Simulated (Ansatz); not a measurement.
# H3O (doublet): the correlation ladder, aug-cc-pVTZ

An exercise on one series of results from a longer session: the logs are not shown, and one member is left open.

Method: aug-cc-pVTZ, core rule «outside noble gas», up to 1 orbitals frozen; program: Ansatz 0.2.0, Gaussian basis.

The runs, in order: UHF; CCSD(T) on ROHF; CCSD(T) on UHF; BCCD(T) on ROHF; CCSDT(Q) on ROHF; CCSDT(Q) on UHF; CASSCF and NEVPT2, 9 electrons in 7 orbitals.

5 further runs of the same task are left out: 1 for a known fault of the program, 4 set aside as unsound or not needed.

## The system

The geometry is a PBE0/def2-TZVPD stationary point (not a proven minimum) of the parent state, kept for this charge and spin.

4 atoms, charge 0, spin multiplicity 2.

Atoms are counted from 1 here; the program's logs count them from 0.

Bond lengths: O1–H2 0.994 Å, O1–H3 1.048 Å, O1–H4 1.048 Å. Angles: H2–O1–H3 107.0°, H2–O1–H4 107.0°, H3–O1–H4 115.0°.

Set-up of the first run:

Contents of in.yaml:

```yaml
crystal:
  periodic: [false, false, false]
  atoms:
    - {symbol: O, position_ang: [0.053909, -0.002347, 0.000000]}
    - {symbol: H, position_ang: [-0.277338, 0.934360, 0.000002]}
    - {symbol: H, position_ang: [-0.289188, -0.448554, 0.883737]}
    - {symbol: H, position_ang: [-0.289189, -0.448551, -0.883738]}
basis:
  gaussian: {orbitals: aug-cc-pVTZ}
magnetization: {spin_polarized: true, initial_magnetization: 1}
hamiltonian: {xc: hf}
output: {orbitals: {seedname: orbitals}}
```

Started as:

```sh
ansatz run in.yaml --threads 1 --pin off --events-out ev --progress --plain --max-ram 2816MiB --backend cpu
```

Steps of the session up to this table: UHF; CCSD(T) on ROHF; CCSD(T) on UHF; BCCD(T) on ROHF; CCSDT(Q) on ROHF; CCSDT(Q) on UHF; CASSCF and NEVPT2, 9 electrons in 7 orbitals.

One of the session's tables, all rows but one given; the rest of the session is left out.

| method | from UCCSDT(Q) (meV) |
| --- | --- |
| ROHF | +8273.4 |
| UHF | +8248.1 |
| RMP2 | +476.6 |
| UMP2 | +474.1 |
| RCCSD | +296.9 |
| UCCSD | +295.6 |
| RCCSD(T) | +18.2 |
| UCCSD(T) | +17.9 |
| BCCD(T) | +16.3 |
| RCCSDT | ? |
| UCCSDT | +14.5 |
| RCCSDT(Q) | +0.3 |
| UCCSDT(Q) | 0 |
| CASSCF valence | +6817.2 |
| NEVPT2 valence | +981.6 |

Estimate the missing values for RCCSDT.

As computed: from UCCSDT(Q) (meV): +14.6. In the column «from UCCSDT(Q) (meV)» it lies between UCCSDT (+14.5) and BCCD(T) (+16.3).

Limits of these values: Restricted and unrestricted rows rest on different reference determinants; where their highest levels disagree by more than a few hundredths of an eV, they describe different states and don't form one ladder.
